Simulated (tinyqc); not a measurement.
Pariser-Parr-Pople SCF with singles CI, for the molecule c1ccoc1 (SMILES; centres numbered as the heavy atoms are written), step by step. One step of it, computed by the program tinyqc.

Question. Iteration 1: orbitals and new P. Diagonalise F (the basis is taken as orthonormal) and form P = 2 sum c c over the lowest orbitals.

F (eV), order 1C, 2C, 3C, 4O, 5C:
$$\begin{pmatrix}
-3.548098 & -4.948596 & 0.642238 & 0.761286 & -5.053920 \\
-4.948596 & -3.547443 & -5.054623 & 0.761176 & 0.641997 \\
0.642238 & -5.054623 & -5.990769 & -4.919006 & 0.704941 \\
0.761286 & 0.761176 & -4.919006 & -19.849481 & -4.919461 \\
-5.053920 & 0.641997 & 0.704941 & -4.919461 & -5.992653
\end{pmatrix}$$

pi electrons, sum of z_r less the charge = 6

Give: orbital energies; P after iteration 1.

Answer.

orbital energies (eV): [-22.6700, -10.8743, -9.6366, -0.0883, 4.3407]

P after iteration 1, order 1C, 2C, 3C, 4O, 5C:
$$\begin{pmatrix}
0.9873 & 0.5666 & -0.0188 & -0.2107 & 0.7963 \\
0.5666 & 0.9873 & 0.7963 & -0.2107 & -0.0189 \\
-0.0188 & 0.7963 & 1.1122 & 0.3672 & -0.4671 \\
-0.2107 & -0.2107 & 0.3672 & 1.8009 & 0.3672 \\
0.7963 & -0.0189 & -0.4671 & 0.3672 & 1.1123
\end{pmatrix}$$
